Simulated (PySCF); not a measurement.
Simulated Si 1s region for `[SiH3][SiH2]P`, binding energy against the vacuum level.

Every computed line was given a Gaussian of 0.8 eV full width at half maximum and an area set by the number of equivalent atoms; the highest printed point is 100. Computed, not measured: PySCF, delta-SCF UKS SCAN, pcX-2 on the ionised atom, pcseg-1 elsewhere, spin-free X2C.

binding energy (eV), intensity and a bar:
```
   1845.1          0 
   1845.2          1 
   1845.3          2 
   1845.4          4 #
   1845.5          8 ##
   1845.6         15 #####
   1845.7         26 ########
   1845.8         40 ############
   1845.9         57 #################
   1846.0         75 ######################
   1846.1         90 ###########################
   1846.2         99 ##############################
   1846.3        100 ##############################
   1846.4         93 ############################
   1846.5         79 ########################
   1846.6         62 ###################
   1846.7         44 #############
   1846.8         29 #########
   1846.9         18 #####
   1847.0         10 ###
   1847.1          5 #
   1847.2          2 #
   1847.3          1 
   1847.4          0
```

**Question.** How many maxima does the curve show, and how many computed lines lie under it?

**Answer.** The curve has 1 maximum (at 1846.3 eV). Under it lie 2 lines from 2 inequivalent silicon sites. At this width some lines have no maximum of their own.

**Question.** Decompose the envelope and assign each component. Numbering: `[SiH3:1][SiH2:2][PH2:3]`.

**Answer.** 
```
position (eV)  relative area   line  atoms   environment
      1846.23              1  Si 1s    Si2  SiH2 silicon
      1846.30              1  Si 1s    Si1  SiH3 silicon
```

**Question.** What are the centre and the root-mean-square width of the whole band?

**Answer.** The area-weighted mean of the lines is 1846.26 eV. Their own spread about it is 0.04 eV (rms) and each Gaussian has σ = 0.8/2.355 = 0.34 eV; the variances add, which gives 0.34 eV.

**Question.** Above which line width would these two lines show one maximum?

**Answer.** Two equal Gaussians merge once their distance is under 2σ = FWHM/1.177. With 0.07 eV between them that is a full width over 0.08 eV.

The 2 Si 1s values lie within 0.07 eV of each other; Gaussian lines of 0.5 eV full width would blend them into one maximum.

The curve has no shake-up lines and no vibrational structure. Isolated species at its PBE0-D3(BJ)/def2-SVP geometry (one conformer only).

The values belong to the conformer `[SiH3:1][SiH2:2][PH2:3]`: H–P3–Si2–Si1 -165°, H–P3–Si2–Si1 -71°.
